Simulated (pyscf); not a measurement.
SiH₃• + NH₃ -> H₂N–SiH₂• + H₂, a four-centre exchange (doublet surface; H–Si, H–N broken, N–Si, H–H formed). Structures and frequencies: ωB97X-D3(BJ)/def2-SVP in PySCF. Energies in eV from the separated reactants.

Small-basis levels: PySCF, no dispersion term, spherical d functions. Open shells are spin-unrestricted. 

### Question
Quick B3LYP/LANL2DZ single points give ΔE‡ = 1.94 eV and ΔE = -0.29 eV. What does ωB97M-D3(BJ)/def2-TZVP give, and how far is the quick result from it?

### Answer
ωB97M-D3(BJ)/def2-TZVP gives ΔE‡ = 1.79 eV and ΔE = -0.28 eV. B3LYP/LANL2DZ lies 0.15 eV over it in the barrier and 0.01 eV under it in the reaction energy, so on this step it does not hold to within 0.13 eV. ωB97M-D3(BJ)/def2-TZVP has limits of its own. On the reactant side the descent ends in a complex (not fully relaxed), 0.18 eV under the separated species and 1.95 eV under the saddle at ωB97X-D3(BJ)/def2-TZVP. At the saddle there is also a short H–Si contact that neither side keeps. The same reactants have a lower exit, to H₂N–SiH₃ + H• (barrier +0.92 eV at ωB97M-D3(BJ)/def2-TZVP, against +1.79 eV here). This is the saddle that the search found; another between the same sides may lie lower.
